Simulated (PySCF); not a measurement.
Job file and geometry (Å, from GFN2-xTB) of an NMR shielding run on `InChI=1S/C5H10S/c1-3-5-6-4-2/h4H,2-3,5H2,1H3`, GIAO PBE0/pcSseg-1 NMR shielding, non-relativistic, gas phase in PySCF 2.14.0, density-fitted response routines; density fitting, a coarse starting grid and PySCF grid level 2 are the driver's defaults:

```
$ OMP_NUM_THREADS=1 python probes_run.py task.json out

{"job": {"kind": "nmr", "xc": "PBE0", "basis": "pcSseg-1"}, "charge": 0, "multiplicity": 1}
C      2.470778    -0.035878     0.634272
C      2.041643     0.851232    -0.248330
S      0.575766     0.835866    -1.200989
C     -0.294584    -0.676901    -0.668584
C     -1.003499    -0.510561     0.668500
C     -2.161561     0.473852     0.576619
H      3.410567     0.111006     1.137734
H      1.929347    -0.928918     0.891632
H      2.612680     1.736520    -0.484834
H     -1.014986    -0.872207    -1.463287
H      0.437438    -1.483871    -0.649779
H     -1.374695    -1.489177     0.985458
H     -0.290935    -0.162367     1.418935
H     -2.617812     0.615524     1.553013
H     -1.807028     1.436880     0.216817
H     -2.920718     0.107944    -0.111104
```

Problem. What does the program print?

Solution. 
```
coarse grid: 13256 points
cycle   1  E = -594.2120918244  dE =  5.115e-01  |g| = 3.800e-01  |ddm| = 3.487e+00
cycle   2  E = -594.2062978045  dE =  5.794e-03  |g| = 4.165e-01  |ddm| = 6.586e-01
cycle   3  E = -594.2505594074  dE = -4.426e-02  |g| = 6.356e-02  |ddm| = 3.745e-01
cycle   4  E = -594.2514989527  dE = -9.395e-04  |g| = 3.214e-02  |ddm| = 1.100e-01
cycle   5  E = -594.2517585606  dE = -2.596e-04  |g| = 7.246e-03  |ddm| = 3.051e-02
cycle   6  E = -594.2517709597  dE = -1.240e-05  |g| = 2.102e-03  |ddm| = 9.770e-03
cycle   7  E = -594.2517718627  dE = -9.030e-07  |g| = 4.801e-04  |ddm| = 2.158e-03
final grid: 121512 points
cycle   8  E = -594.2914404242  dE = -3.494e-05  |g| = 9.422e-03  |ddm| = 2.545e-02
cycle   9  E = -594.2914272753  dE =  1.315e-05  |g| = 1.178e-02  |ddm| = 1.770e-02
cycle  10  E = -594.2914627477  dE = -3.547e-05  |g| = 8.364e-04  |ddm| = 1.131e-02
cycle  11  E = -594.2914629307  dE = -1.831e-07  |g| = 3.329e-04  |ddm| = 1.367e-03
cycle  12  E = -594.2914629569  dE = -2.614e-08  |g| = 9.350e-05  |ddm| = 3.052e-04
cycle  13  E = -594.2914629588  dE = -1.967e-09  |g| = 2.868e-05  |ddm| = 9.720e-05
cycle  14  E = -594.2914629590  dE = -1.980e-10  |g| = 4.946e-06  |ddm| = 2.778e-05
converged SCF energy = -594.2914629590

GIAO shielding tensors (ppm)
atom      isotropic    diamagn.    paramagn.     s11        s22        s33       span
  0 C       77.462     255.734    -178.272    -30.463     84.889    177.961    208.424
  1 C       45.599     259.160    -213.561    -70.300     56.638    150.459    220.758
  2 S      462.038    1057.933    -595.895    298.893    445.946    641.276    342.382
  3 C      149.310     252.488    -103.178    128.718    151.539    167.672     38.954
  4 C      164.415     248.632     -84.217    153.178    167.726    172.341     19.163
  5 C      171.866     247.241     -75.375    157.976    169.984    187.637     29.662
  6 H       26.335      28.331      -1.996     23.438     25.009     30.559      7.121
  7 H       26.712      33.448      -6.736     23.501     24.973     31.662      8.161
  8 H       25.380      29.654      -4.274     22.404     25.223     28.515      6.111
  9 H       29.459      32.091      -2.632     23.955     28.288     36.133     12.178
 10 H       28.441      32.657      -4.216     23.874     27.415     34.033     10.159
 11 H       30.224      31.054      -0.829     24.654     28.703     37.316     12.662
 12 H       30.041      32.835      -2.794     24.299     30.892     34.932     10.632
 13 H       30.651      28.660       1.991     25.981     27.754     38.217     12.236
 14 H       29.998      30.283      -0.285     24.391     31.140     34.465     10.074
 15 H       31.089      29.615       1.474     27.064     28.335     37.868     10.804
```

Problem. Turn these shieldings into chemical shifts. References, each an isolated molecule treated in the same way: ¹³C (σ = 186.93 ppm) and ¹H (σ = 31.72 ppm) vs TMS; CS2 for ³³S (σ = 503.73 ppm).

Solution. Averaging equivalent atoms: C 1: 141.3; C 0: 109.5; C 3: 37.6; C 4: 22.5; C 5: 15.1; S 2: 42; H 8: 6.34; H 6: 5.38; H 7: 5.01; H 9/10: 2.77; H 11/12: 1.58; H 13/14/15: 1.14 ppm. 

Size and cost of the density-fitted run: 159 basis functions, 24 s wall time on 1 thread of an Intel Xeon Platinum 8375C, shared host; peak memory 0.68 GiB.
